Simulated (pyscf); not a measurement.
7 gas-phase steps of one pattern: hydrogen abstraction on the doublet surface, H–H broken and H–Si/Ge/Sn formed. Single points on ωB97X-D3(BJ)/def2-SVP structures (PySCF, gas phase). Electronic energies in kcal/mol, from the separated reactants; ΔE‡ at ωB97M-D3(BJ)/def2-TZVP, beside the barrier at PBE/def2-TZVP on the same structures. Rows were drawn at random from the steps of this pattern with a verified saddle, stable references and no exit in the data more than 5 kcal/mol lower.

```csv
row,step,ΔE‡(PBE),ΔE‡
1,HO–SiH•–F + H₂ → HO–SiH₂–F + H•,12.8,14.5
2,H₂N–SiH•–NH₂ + H₂ -> H₂N–SiH₂–NH₂ + H•,12.6,13.7
3,SiH₃• + H₂ → SiH₄ + H•,13.8,?
4,Cl–Si•(Cl)–Cl + H₂ → Cl–SiH(Cl)–Cl + H•,15.6,16.2
5,•H₂Si–I + H₂ -> H₃Si–I + H•,16.6,17.9
6,F–GeH₂• + H₂ -> F–GeH₃ + H•,19.3,23.0
7,[HSi=SiH₂]• + H₂ → :HSi–SiH₃ [singlet] + H•,30.9,32.6
```

Task: From a straight line through the complete rows, estimate the missing barrier and say how far the line can be trusted.

Result: Over the 6 complete rows the means are +18.0 (ΔE‡(PBE)) and 19.7 (ΔE‡); least squares gives b = 1.04 and a = 1.0 kcal/mol, with residuals of 0.9 kcal/mol (root mean square; largest 1.9, row 6). For row 3: 1.0 + 1.04 × (+13.8) = 15.4 kcal/mol. The computed barrier is 16.1 kcal/mol, 0.7 over the line. The line follows these rows closely. Each barrier is that of the saddle found. Elements up to Kr have no core potential and no relativistic terms here. Elements past Kr carry the def2 core potentials, without spin-orbit coupling.
